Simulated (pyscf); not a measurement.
A first-order saddle from PySCF, ωB97X-D3(BJ)/def2-SVP:

```
O
Si 1 1.6402
F 2 1.6265 1 108.33
Si 1 1.6712 2 140.88 3 24.32
H 2 1.4847 3 108.49 1 -119.22
H 4 1.4855 1 107.77 2 168.16
H 4 1.4883 6 110.02 1 -119.68
H 4 1.4899 6 109.97 7 -120.70
H 2 1.6209 5 113.23 3 118.56
H 9 1.1103 5 151.92 2 -179.41
```
Charge 0, spin multiplicity 2.

Surface: doublet, charge 0. Lowest wavenumbers (cm⁻¹): 1153i, 23, 59, 69, 174.

Q: Which two sides does it connect, and which bonds change?

A: F–SiH₂–O–SiH₃ + H atom (H•) ⇌ F–SiH•–O–SiH₃ + hydrogen (H₂), a hydrogen abstraction read from left to right: H–Si broken and H–H formed. At ωB97M-D3(BJ)/def2-TZVP it lies +6.1 kcal/mol from the left side and +13.9 kcal/mol from the right (each side as separated species at their lowest minima found). This is the saddle that the search found; another between the same sides may lie lower. The angle at the transferred H is 176°.
